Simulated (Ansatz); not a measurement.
C2H5NO, SMILES `COC=N`, relaxed with RKS PBE0-D4/def2-TZVP in Ansatz from a PBE-D4/def2-SVP geometry. The force threshold is 0.005 eV/Å; the program also tests the step.

Charge 0, multiplicity 1.

Start:

```xyz
9

C    -0.824   -0.905    0.436
O     0.582   -0.648    0.417
C     0.959    0.492   -0.191
N     0.131    1.306   -0.723
H    -0.954   -1.864    0.969
H    -1.370   -0.092    0.956
H    -1.229   -0.974   -0.595
H     2.067    0.580   -0.141
H     0.638    2.106   -1.128
```

```tsv
step	energy (eV)	largest force (eV/Å)	largest move (Å)
1	-5687.7682	1.043	0.000
2	-5687.8100	0.333	0.024
3	-5687.8137	0.099	0.008
4	-5687.8139	0.038	0.001
5	-5687.8139	0.011	0.002
6	-5687.8139	0.007	0.001
7	-5687.8139	0.001	0.001
```

End:

```xyz
9

C    -0.823   -0.896    0.431
O     0.576   -0.642    0.414
C     0.950    0.485   -0.188
N     0.138    1.292   -0.716
H    -0.946   -1.842    0.954
H    -1.352   -0.096    0.951
H    -1.213   -0.964   -0.586
H     2.038    0.581   -0.143
H     0.632    2.082   -1.117
```

Hardware: 2 threads of an Arm Neoverse V1 on a shared host. Wall time 22 s, peak host memory 0.27 GiB.
